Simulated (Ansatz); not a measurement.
A calculation with Ansatz (development build ahead of 0.2.0).

```yaml
crystal:
  periodic: [false, false, false]
  atoms:
    - { symbol: Si, position_ang: [-0.13922, -0.11389, -0.56081] }
    - { symbol: O, position_ang: [-0.06603, 0.05737, 1.08697] }
basis:
  gaussian: { orbitals: STO-3G }
hamiltonian:
  xc: hf
correlation:
  method: mp2
  frozen_orbitals: { O: 1, Si: 5 }
```

The input is written out in the form of the current development build from the run's settings.

Results

- Converged: yes
- Reference energy: -359.36165 hartree
- Correlation energy: -0.17099 hartree
- Total energy: -359.53264 hartree
- Spin squared of the determinant: 0.000
